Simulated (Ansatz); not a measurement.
**Ladder of methods for the band gap of rutile MnO2**

Reference value: 0.3 eV (measured, temperature not stated, not corrected to a static lattice, experimental column, as cited; method not stated; as tabulated in Kuklin et al. (2022), doi:10.3390/molecules27030874).

Question: Put these levels in order of the band gap that they give for rutile MnO2, smallest first: B3LYP (VWN-RPA form) (Ansatz, a quantum-chemistry and plane-wave program), BLYP (Ansatz), Hartree–Fock (Ansatz).

Answer: BLYP (0.00 eV), B3LYP (VWN-RPA form) (2.05 eV), Hartree–Fock (10.71 eV)

Differences against the reference: BLYP -0.30 eV, B3LYP (VWN-RPA form) +1.75 eV, Hartree–Fock +10.41 eV.

Semilocal Kohn–Sham gaps run low as a rule, and all computed values are for a static lattice, while measured ones hold electron–phonon shifts unless said otherwise. A gap of zero means that the bands touch or overlap; how far they overlap is not shown. Spin-polarised runs: BLYP (opposed moments), B3LYP (VWN-RPA form) (opposed moments), Hartree–Fock (opposed moments). Values are at the measured cell (atoms relaxed with PBEsol). Cutoffs and k meshes differ between the levels. Ansatz's density-functional and Hartree–Fock values are scalar-relativistic unless marked +SOC, with PAW data made under PBE.

Differences are worked out from the printed values.
